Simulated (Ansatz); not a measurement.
Total energies of Si(vinyl)H3 (C2H6Si) from Ansatz at PBE-D4/def2-TZVP, gas phase (1 Eh = 27.2114 eV = 2625.5 kJ/mol). The reference geometry is relaxed at PBE-D4/def2-TZVP.

```json
{"state": "charge 0 singlet", "geometry": "reference", "energy (Eh)": "-369.05242"}
{"state": "charge 1 doublet", "geometry": "reference", "energy (Eh)": "-368.68344"}
{"state": "charge 1 doublet", "geometry": "relaxed at PBE-D4/def2-TZVP", "energy (Eh)": "-368.69800"}
{"state": "free Si atom (triplet)", "geometry": "–", "energy (Eh)": "-289.22285"}
{"state": "free C atom (triplet)", "geometry": "–", "energy (Eh)": "-37.79597"}
{"state": "free H atom (doublet)", "geometry": "–", "energy (Eh)": "-0.49962"}
```

Problem. Work out the vertical ionisation energy to the doublet.

Solution. E(charge 1 doublet) − E(charge 0 singlet) = -368.68344 − (-369.05242) = 0.36898 Eh = 10.04 eV. For comparison, −ε of the highest occupied level is 6.86 eV at this level, 3.18 eV less.

Problem. How much does the charge 1 doublet relax, and what is the adiabatic ionisation energy?

Solution. Relaxation: -368.68344 − (-368.69800) = 0.01456 Eh = 0.40 eV. Adiabatic ionisation energy: 0.35442 Eh = 9.64 eV, without zero-point energy. 

Problem. What is the binding energy per atom against free atoms?

Solution. Atoms: 1 × (-289.22285) + 2 × (-37.79597) + 6 × (-0.49962) = -367.81251 Eh. Binding: -367.81251 − (-369.05242) = 1.23991 Eh = 33.74 eV, or 3.75 eV for each of 9 atoms (no zero-point energy, no counterpoise term).
